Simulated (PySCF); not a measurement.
Gas-phase thermal properties of B(OH)3

Energies from PySCF (xtb for GFN2), thermal terms from the rigid-rotor harmonic-oscillator model, ideal gas at 1 bar. 6-31G* has spherical d functions here. All species are closed-shell singlets. B3LYP is the form with VWN-RPA correlation. The harmonic model lacks anharmonicity and excited electronic states, which grow with temperature; levels with a mode under 35 cm⁻¹ are left out. Internal rotation in B(OH)3 is treated as a harmonic vibration of one conformer, which makes the entropy rough.

```csv
level,point group,σ,ZPE (kJ/mol),S°298 (J/mol/K),Cp298 (J/mol/K),S°1000 (J/mol/K),H1000 − H298 (kJ/mol)
B3LYP/6-31G*,C3h,3,128.0,270.3,71.4,390.8,73.5
GFN2-xTB,C3h,3,121.3,271.5,73.9,395.5,75.5
HF/6-31G*,C3h,3,137.8,267.5,68.1,384.5,71.6
PBE/def2-SVP,C3h,3,125.4,271.8,73.2,394.1,74.4
PBE0/def2-TZVP,C3h,3,129.5,270.2,71.6,391.0,73.6
```
σ: rotational symmetry number. Electronic degeneracy used: 1. Frequencies are unscaled.
